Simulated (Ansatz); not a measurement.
Basis-set extrapolation for `C#CC(=C)C` (PBE0-D4/def2-TZVP geometry, frozen core, the Gaussian-basis code of Ansatz). Multiplicity 1, RHF reference.

```tsv
	def2-TZVPP	def2-QZVPP
HF	-192.821967	-192.830299
MP2 correlation	-0.796445	-0.846844
CCSD(T) correlation	-0.869921	not run
```

Energies in hartree. Use E(X) = E(∞) + A·exp(−7.88·√X) for Hartree–Fock and E(X) = E(∞) + B·X^(−2.97) for correlation, with X = 3 and 4, and add CCSD(T) minus MP2 of the smaller set to the MP2 limit.

Problem. What is the CCSD(T) energy at the basis-set limit?

Solution. HF limit: -192.830299 + (-0.008332) × 0.13774 = -192.83145. MP2 limit: -0.846844 + (-0.050399) × 0.74074 = -0.88418. Higher-order term: -0.869921 − (-0.796445) = -0.07348. Total: -193.78911 hartree, 255.3 kJ/mol below CCSD(T)/def2-TZVPP.
